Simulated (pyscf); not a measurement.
Thermochemistry of product channels of HO–Si(OH)(OH)–Cl + OH• on the doublet surface, in kcal/mol, from ωB97M-D3(BJ)/def2-TZVP energies (ideal gas, 1 atm, RRHO with modes under 100 cm⁻¹ raised to 100, one conformer, R ln 2 for chiral ones without a mode under 150 cm⁻¹). Single points on ωB97X-D3(BJ)/def2-SVP structures (PySCF, gas phase).

```csv
products,ΔE,ΔH(298 K),ΔG(298 K),ΔG(1200 K)
HO–Si(OH)(OH)–OH + Cl•,-19.7,-17.4,-15.1,?
•O–Si(OH)(OH)–OH + HCl,?,-0.4,-0.7,-1.5
```

Q: Complete the blanks.

A: 
- HO–Si(OH)(OH)–OH + Cl•, ΔG(1200 K): -8.4
- •O–Si(OH)(OH)–OH + HCl, ΔE: +0.2

These are energies of the channels, which say nothing of barriers. Left out: orbital degeneracy and the spin-orbit lowering of Cl, OH.
